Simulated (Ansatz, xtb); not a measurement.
# C3H4O3: which of two isomers lies lower

We compare I, `O=C1OCCO1`, a singlet, with II, `O=CCOC=O`, a singlet. Both are isolated molecules in the gas phase, relaxed with PBE-D3(BJ)/def2-SVP; the shapes shown needn't be the lowest conformers.

I (Å):

```xyz
10

C    -2.7351    0.9737   -0.3110
C    -1.0202   -0.4613   -0.7816
C    -0.6173    0.4615    0.3776
O    -3.8013    1.5154   -0.3716
O    -2.4258   -0.2242   -0.9009
O    -1.6422    1.4592    0.3587
H    -0.5199   -0.1865   -1.7359
H    -0.8454   -1.5352   -0.5786
H     0.3685    0.9458    0.2406
H    -0.6318   -0.0602    1.3596
```

II (Å):

```xyz
10

C    -0.1270   -2.0586   -1.9141
C     0.6702   -0.7942   -1.6386
C     0.6301    0.1842    0.5265
O    -0.0072   -2.7145   -2.9247
O     0.0000    0.0160   -0.6639
O     1.7052   -0.2729    0.8345
H    -0.8349   -2.3453   -1.0759
H     1.6767   -1.0800   -1.2556
H     0.7927   -0.2115   -2.5736
H    -0.0177    0.8241    1.1757
```

Problem. Which of the two would you expect CCSD(T)/def2-SVP + ΔMP2/def2-TZVPP electronic energies to favour?

Solution. Structure I; the calculation gives E(II) − E(I) = +15.8 kcal/mol.

How the difference moves with the method:

| level | geometry | E(II) − E(I) (kcal/mol) | departure from the last row (kcal/mol) | job, with rough time for the two |
| --- | --- | --- | --- | --- |
| GFN2-xTB | GFN2-xTB | +39.2 | +23.3 | optimisation, 0.24 s |
| HF/STO-3G | GFN2-xTB | +49.8 | +34.0 | single point, 0.53 s |
| r2SCAN-D4/def2-SVP | GFN2-xTB | +18.1 | +2.3 | single point, 3.4 s |
| PBE-D3(BJ)/def2-SVP | PBE-D3(BJ)/def2-SVP | +16.7 | +0.9 | optimisation, 50 s |
| HF/def2-SVP | PBE-D3(BJ)/def2-SVP | +15.5 | −0.4 | part of the CCSD(T) run |
| MP2/def2-SVP | PBE-D3(BJ)/def2-SVP | +13.9 | −1.9 | part of the CCSD(T) run |
| CCSD(T)/def2-SVP | PBE-D3(BJ)/def2-SVP | +13.0 | −2.8 | single point |
| CCSD(T)/def2-SVP + ΔMP2/def2-TZVPP | PBE-D3(BJ)/def2-SVP | +15.8 |  | single point, 40 s |

As drawn, II has 1 C=O in place of 2 C–O. Structure I has a 5-membered ring, II no ring.

The levels shown agree on the order. The largest departure from CCSD(T)/def2-SVP + ΔMP2/def2-TZVPP is that of HF/STO-3G, 34.0 kcal/mol. The last row adds to CCSD(T) the change of the MP2 difference between the two basis sets, here +2.8 kcal/mol.

With harmonic frequencies from PBE-D3(BJ)/def2-SVP (ideal gas, rigid rotor, one conformer each, 298.15 K, 1 atm): on the last row, ΔE + ΔZPE = +13.2 kcal/mol. A mode under 50 cm⁻¹ makes harmonic enthalpies and free energies unreliable, so none is given.

The correlated steps freeze 6 core orbitals. Programs: Ansatz 0.2.0, xtb 6.7.1; the last row on 2 threads of Intel(R) Xeon(R) Processor @ 2.70GHz on a shared host.
